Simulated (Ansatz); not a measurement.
A made-up structure of CH3NNa, doublet:

```tsv
atom	x (Å)	y (Å)	z (Å)
N1	0.6955	-0.3040	0.1761
C2	-0.4536	-0.0643	-0.2885
Na3	-1.8360	1.8428	0.2218
H4	-0.7740	-0.8191	-0.9602
H5	1.2501	-1.1254	-0.0651
H6	1.1096	0.3550	0.8354
```

It is relaxed with PBE-D4/def2-SVP and then PBE0-D4/def2-TZVP (Ansatz 0.2.0). Atoms count as bonded within 1.22 times the sum of their covalent radii (H–H: 0.88 Å). The end point is not checked to be a true minimum.

**Question.** Does its bonding change? (A judgement: the text doesn't fix the answer.)

**Answer.** Computed: No: no bond forms or breaks.

Where it ends: The first stage lowers the energy by 0.32 eV in 7 steps. It ends as CH₃NNa ([NH2][CH][Na]):
N1  (0.755, -0.302, 0.170)
C2  (-0.349, 0.123, -0.435)
Na3  (-2.033, 1.724, 0.275)
H4  (-0.792, -0.742, -0.955)
H5  (1.094, -1.255, 0.153)
H6  (1.316, 0.336, 0.712)
(Å)

Labels in which every atom is bracketed show which atoms are joined, not bond orders.

For scale, one of the runs: PBE0-D4/def2-TZVP relaxation, 112 basis functions, launched by `ansatz run in.yaml --threads 2 --pin off --events-out ev --progress --plain --max-ram 4352MiB`. The run took about 33 s on 2 CPU threads of an Intel Xeon Platinum 8175M (shared host).
